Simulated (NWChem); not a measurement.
hydrogen fluoride (HF); SMILES F

Computed with NWChem. Pople sets run with spherical d functions. STO-3G and 3-21G are far too small for this property and stand as cheap habits. All runs use the structure optimised with B3LYP/6-31G* (spherical d). B3LYP is NWChem's, with the RPA form of VWN correlation. Field at 589 nm.

Problem. Order these by “isotropic polarisability (bohr³)”, lowest first: B3LYP/6-31G*; B3LYP/def2-SVPD; B3LYP/STO-3G.

Solution. B3LYP/STO-3G (1.1), B3LYP/6-31G* (2.8), B3LYP/def2-SVPD (5.7)
